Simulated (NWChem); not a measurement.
**Atomisation of hydrogen isocyanide (CHN)**

```xyz
3

C      0.0000     0.0000     0.7411
N      0.0000     0.0000    -0.4304
H      0.0000     0.0000    -1.4339
```
Charge 0, spin multiplicity 1.

The numbers come from NWChem runs, not from measurements. Structure: optimised with PBE0/def2-SVP, a minimum by its harmonic frequencies.

Basis set: def2-TZVP. The atomisation energy is electronic alone: no zero-point, thermal, spin-orbit or counterpoise terms. No value is extrapolated to the basis-set limit. Free atoms are single determinants with multiplicities C 3, N 4, H 2.

No SCF solution was tested for a lower state. Open-shell Hartree-Fock references start from PBE0 orbitals.

Q: Order these methods by the atomisation energy they give, lowest first: HF, LDA (SVWN5), PBE0, BP86, r2SCAN.

A: HF (188.0 kcal/mol), r2SCAN (292.9 kcal/mol), PBE0 (296.6 kcal/mol), BP86 (312.4 kcal/mol), LDA (SVWN5) (345.8 kcal/mol)
